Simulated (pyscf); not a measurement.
Structures and frequencies: ωB97X-D3(BJ)/def2-SVP in PySCF.

**Question.** Estimate the classical barrier height and the reaction energy of H₃C–SnH₃ + HF -> F–CH₂–SnH₃ + H₂ at ωB97M-D3(BJ)/def2-TZVP. The step runs on the singlet surface, breaks C–H, F–H and forms C–F, H–H; take the separated reactants as zero.

**Answer.** ΔE‡ = 4.65 eV, ΔE = +1.33 eV. Zero-point energy shifts the barrier by -0.13 eV. It is a four-centre exchange, with an imaginary mode of 1808i cm⁻¹. From the product side, •H₂C–F + SnH₃• + H₂ lies, by one bond made or cut, 0.56 eV under this saddle at ωB97M-D3(BJ)/def2-TZVP. The same reactants have a lower exit, to H₃C–SnH₂–F + H₂ (barrier +1.08 eV at ωB97M-D3(BJ)/def2-TZVP, against +4.65 eV here). F–CH₂–SnH₃ lies 1.81 eV over its isomer H₃C–SnH₂–F (electronic energy, ωB97M-D3(BJ)/def2-TZVP). This is the saddle that the search found; another between the same sides may lie lower. Elements past Kr carry the def2 core potentials, without spin-orbit coupling.
